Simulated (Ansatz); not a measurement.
```yaml
crystal:
  periodic: [false, false, false]
  atoms:
    - {symbol: F, position_ang: [0.509834, 1.078873, 0.388411]}
    - {symbol: B, position_ang: [-0.363167, 0.289659, -0.165022]}
    - {symbol: Cl, position_ang: [-0.157667, -1.433232, -0.236689]}
basis:
  gaussian: {orbitals: pcseg-2}
magnetization: {spin_polarized: true, initial_magnetization: 2}
hamiltonian: {xc: {name: PBE0-DH}}
```

```sh
$ ansatz run in.yaml --threads 4 --pin off --events-out ev --progress --plain --max-ram 10444MiB
```

Shortened log:

```
Error: a molecule whose nuclei and cores have a total charge of 31 cannot have a net charge of 0 together with 2 unpaired electrons
```

Question: Something in this input is off. What?

Answer: The number of unpaired electrons doesn't fit the electron count. The input was rejected before any iteration.
